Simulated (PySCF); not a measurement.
**Molecular orbitals of SiC⁺**

revPBE at R = 1.827 Å; basis Si def2-SVP, C def2-SVP; no relativity; PySCF 2.14. State: ⁴Σ⁻ (quartet), unpaired electrons σ ↑, π ↑↑. Only the outer orbitals are listed, counted within each symmetry.

```json
{"spin": "α", "orbital": "5σ", "occ.": "1", "ε (eV)": "-24.20", "on Si (%)": "32", "main shells (%)": "62 C s, 23 Si s"}
{"spin": "α", "orbital": "6σ", "occ.": "1", "ε (eV)": "-17.73", "on Si (%)": "58", "main shells (%)": "56 Si s, 28 C s, 15 C p"}
{"spin": "α", "orbital": "2π", "occ.": "1", "ε (eV)": "-14.45", "on Si (%)": "29", "main shells (%)": "71 C p, 27 Si p"}
{"spin": "α", "orbital": "2π", "occ.": "1", "ε (eV)": "-14.45", "on Si (%)": "29", "main shells (%)": "71 C p, 27 Si p"}
{"spin": "α", "orbital": "7σ", "occ.": "1", "ε (eV)": "-14.26", "on Si (%)": "49", "main shells (%)": "47 C p, 30 Si p, 18 Si s"}
{"spin": "α", "orbital": "3π", "occ.": "0", "ε (eV)": "-10.31", "on Si (%)": "75", "main shells (%)": "74 Si p, 25 C p"}
{"spin": "α", "orbital": "3π", "occ.": "0", "ε (eV)": "-10.31", "on Si (%)": "75", "main shells (%)": "74 Si p, 25 C p"}
{"spin": "α", "orbital": "8σ", "occ.": "0", "ε (eV)": "-6.16", "on Si (%)": "103", "main shells (%)": "77 Si p, 15 Si d, 11 Si s"}
{"spin": "β", "orbital": "5σ", "occ.": "1", "ε (eV)": "-21.90", "on Si (%)": "43", "main shells (%)": "48 C s, 34 Si s, 8 C p"}
{"spin": "β", "orbital": "6σ", "occ.": "1", "ε (eV)": "-15.81", "on Si (%)": "72", "main shells (%)": "59 Si s, 28 C s, 12 Si p"}
{"spin": "β", "orbital": "2π", "occ.": "0", "ε (eV)": "-12.14", "on Si (%)": "56", "main shells (%)": "55 Si p, 44 C p"}
{"spin": "β", "orbital": "2π", "occ.": "0", "ε (eV)": "-12.14", "on Si (%)": "56", "main shells (%)": "55 Si p, 44 C p"}
{"spin": "β", "orbital": "7σ", "occ.": "0", "ε (eV)": "-11.69", "on Si (%)": "30", "main shells (%)": "51 C p, 26 Si p, 19 C s"}
```

Task: Which are the highest filled and the lowest empty level, where do they sit, and how wide is the gap?

Result: Highest filled α 7σ at -14.26 eV (in %: 47 C p, 30 Si p, 18 Si s); lowest empty β 2π at -12.14 eV (in %: 55 Si p, 44 C p); the gap at revPBE is 2.12 eV.

The bond order (Mayer) is 1.65 and the ⟨S²⟩ is 3.751. The charge on Si (Mulliken, basis-dependent) is 0.87, the charge on Si (Löwdin, basis-dependent) is 0.86 and the dipole moment (positive dipole points towards C; it is taken about the centre of mass and depends on that origin) is -1.10 D.

Shares are Mulliken populations and can fall outside 0 to 100 %.

The state is the lowest determinant that a PBE0 search found; another state may lie lower at other levels.
